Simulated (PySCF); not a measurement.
Isomers of C4H7ClO, one GFN2-xTB conformer each. Single-point energies are computed at PBE0/pcSseg-1 (PySCF, gas phase, no added dispersion term), electronic only.

```json
{"SMILES": "Cl[C@@H]1CCOC1", "GFN2-xTB relative energy (kJ/mol)": "3.0"}
{"SMILES": "CCCC(=O)Cl", "GFN2-xTB relative energy (kJ/mol)": "0.0"}
```

Conformers: `[Cl:1][C@@H:2]1[CH2:3][CH2:4][O:5][CH2:6]1` with Cl1–C2–C3–C4 -108°, C2–C3–C4–O5 -32°, C3–C4–O5–C6 42°, C4–O5–C6–C2 -34°; `[CH3:1][CH2:2][CH2:3][C:4](=[O:5])[Cl:6]` with C1–C2–C3–C4 180°, C2–C3–C4–O5 0°.

Q: What does PBE0/pcSseg-1 give for the same structures?

A: 
```json
{"SMILES": "CCCC(=O)Cl", "PBE0/pcSseg-1 E (Eh)": "-691.60970", "PBE0/pcSseg-1 (kJ/mol)": "0.0", "GFN2-xTB (kJ/mol)": "0.0", "point group": "Cs"}
{"SMILES": "Cl[C@@H]1CCOC1", "PBE0/pcSseg-1 E (Eh)": "-691.58367", "PBE0/pcSseg-1 (kJ/mol)": "68.3", "GFN2-xTB (kJ/mol)": "3.0", "point group": "C1"}
```

Both levels put the same isomer lowest. As drawn, the lower has a C=O bond, which the higher lacks.

Q: Which frontier levels, dipoles and rotational constants go with these structures?

A: 
| SMILES | HOMO (eV, PBE0/pcSseg-1) | LUMO (eV) | dipole (D) | A, B, C (MHz) |
| --- | --- | --- | --- | --- |
| CCCC(=O)Cl | -8.55 | -0.95 | 3.05 | 6929, 1334, 1143 |
| Cl[C@@H]1CCOC1 | -7.69 | 0.66 | 1.33 | 6090, 2028, 1739 |
